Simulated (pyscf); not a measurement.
Al–Cl, singlet

Gas-phase minimum from PySCF at ωB97X-D3(BJ)/def2-SVP, one conformer. 

```xyz
2

Al     0.4218    -0.3605     0.4935
Cl    -0.9143     0.6313     1.8339
```

Bonded distances (Å): Al1–Cl2 2.137.

Properties at ωB97X-D3(BJ)/def2-SVP:

```yaml
harmonic_wavenumbers_unscaled: 508 cm⁻¹
zero_point_energy: 0.7 kcal/mol
rotational_symmetry_number: 1
Entropy of this conformer at 298 K and 1 atm, rigid rotor and harmonic oscillator, modes under 100 cm⁻¹ raised to 100: 227.5 J/(mol K)
dipole_moment: 1.25 D
```

Single-point totals, which compare only within one level (frozen core for MP2 and CC):

| level | total energy (hartree) |
|---|---|
| ωB97X-D3(BJ)/def2-TZVP | -702.72500 |
| PBE/def2-TZVP | -702.37895 |
| r²SCAN/def2-TZVP | -702.63945 |
| B3LYP-D3(BJ)/def2-TZVP | -702.74453 |
| PBE0-D3(BJ)/def2-TZVP | -702.43732 |
| M06-2X/def2-TZVP | -702.67278 |
| ωB97M-D3(BJ)/def2-TZVP | -702.79928 |
| HF/def2-TZVPP | -701.49858 |
| MP2/def2-TZVPP | -701.74030 |
| CCSD/def2-TZVPP | -701.76664 |
| CCSD(T)/def2-TZVPP | -701.77778 |

The CCSD(T) − MP2 part came from Ansatz, without density fitting, on the same reference.
